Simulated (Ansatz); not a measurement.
System: grey tin (α-Sn). Method: r²SCAN in Ansatz (plane waves, PAW).

Numerical settings: plane-wave cutoff 560 eV, 10×10×10 k mesh, Fermi–Dirac smearing 0.01 eV, scalar-relativistic PAW data made under PBE.

The cell has the measured lattice: a = b = c = 6.4830 Å, α = β = γ = 90.00°.

Question: Give the computed width of the whole s-p valence band.

Answer: 
- width of the whole s-p valence band: 11.16 eV

The run finds no gap.

Note: cell and atoms aren't relaxed at this level (pressure 1.8 GPa).

Spin–orbit coupling is not included; it can open a gap where bands touch, and shift volumes and moduli.

Static lattice: no zero-point or thermal effects.

Ansatz is an electronic-structure program.
